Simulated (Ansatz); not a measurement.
C₂H₃F₃O, SMILES `OCC(F)(F)F`: measurement beside calculation (Ansatz, PBE0-D4/def2-TZVP geometry).

Z-matrix (Å, degrees):
```
C
C 1 1.515
O 1 1.395 2 112.2
H 1 1.091 2 107.8 3 -118.5
H 1 1.097 2 107.1 3 124.9
F 2 1.345 1 110.7 3 -58.4
F 2 1.332 1 112.6 3 61.7
F 2 1.338 1 110.5 3 -177.5
H 3 0.962 1 108.8 2 63.6
```

Measured: 3657 cm⁻¹ (OH-stretching fundamental, monomer, gas-phase FTIR); 3657 cm⁻¹ (free OH-stretching fundamental, gas-phase infrared spectroscopy). Source: The Influence of the Position of the Double Bond and Ring Size on the Stability of Hydrogen Bonded Complexes, 2017 (pmc:5596019); Ring-Size Effects on the Stability and Spectral Shifts of Hydrogen Bonded Cyclic Ethers Complexes, 2018 (pmc:5784011).

Harmonic PBE0-D4 wavenumbers (cm⁻¹, unscaled): 116, 222, 316, 382, 422, 536, 550, 671, 846, 950, 1125, 1169, 1204, 1278, 1309, 1395, 1444, 1483, 3043, 3136, 3854. Fundamentals include anharmonicity and usually lie a few per cent under these; harmonic values from spectra compare directly.
